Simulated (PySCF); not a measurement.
HLi.
Z-matrix (Å and degrees, CAM-B3LYP/6-31+G* geometry), rows numbered from 1:
```
Li
H   1  1.6158
```

Method: CAM-B3LYP/6-31+G* geometry optimisation, gas phase (PySCF).

Take the most abundant isotopes and a rigid rotor. 

(1) What are the moment of inertia and the rotational constant?

(2) List the first levels of a rigid rotor in a Σ state.

(3) Where do the first rotational lines fall?

Answers

(1) I = 2.301 u·Å², B = 505379 MHz·u·Å²/I = 219654 MHz (7.3269 cm⁻¹, or 10.542 K as hB/k). For two atoms I = μr² with μ = 0.8812 u and r = 1.6158 Å.

(2) E(J) = BJ(J+1): J = 1: 14.654, J = 2: 43.961, J = 3: 87.922, J = 4: 146.537, J = 5: 219.806, J = 6: 307.728 cm⁻¹.

(3) The dipole is 5.68 D; J+1 ← J lies at 2B(J+1): 1 ← 0 at 439.31 GHz, 2 ← 1 at 878.62 GHz, 3 ← 2 at 1317.92 GHz, 4 ← 3 at 1757.23 GHz, 5 ← 4 at 2196.54 GHz, 6 ← 5 at 2635.85 GHz.

No CAM-B3LYP/6-31+G* frequencies stand behind this structure, so it isn't proved a minimum. These are rigid-rotor constants of the computed structure; measured ground-state constants (B0) also hold zero-point vibration.
